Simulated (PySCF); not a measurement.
SiCl and its ions

PBE0; PySCF, no relativity, basis sets Si def2-TZVP, Cl def2-TZVP. Neutral (UKS): doublet (π ↑), Re = 2.067 Å, ωe = 535 cm⁻¹, De = 4.45 eV, HOMO -5.19 eV, LUMO -3.04 eV.

SiCl⁺ (UKS): singlet (closed shell), Re = 1.955 Å, ωe = 674 cm⁻¹, De = 5.25 eV to Si⁺ + Cl. The energies at the minima are -749.41044 hartree for SiCl and -749.13778 for SiCl⁺.

(1) Work out the adiabatic ionisation energy, without and with harmonic zero-point energies (1 hartree = 27.2114 eV, 1 eV = 8065.5 cm⁻¹), and the change of the bond length.

For an ion De counts to the pair picked by the measured ionisation energies or electron affinities, which need not be the lowest pair at this level. States were picked by a PBE0 search and need not be the measured ground states.

## Answers

(1) At PBE0: 0.27266 hartree = 7.419 eV between the minima; the zero-point term (674.0 − 535.0)/2 cm⁻¹ = +0.009 eV makes it 7.428 eV. Re changes by -11.2 pm against the neutral. The electron leaves a π orbital, and the shorter bond of the ion fits an antibonding orbital, or a change in how ionic the bond is.
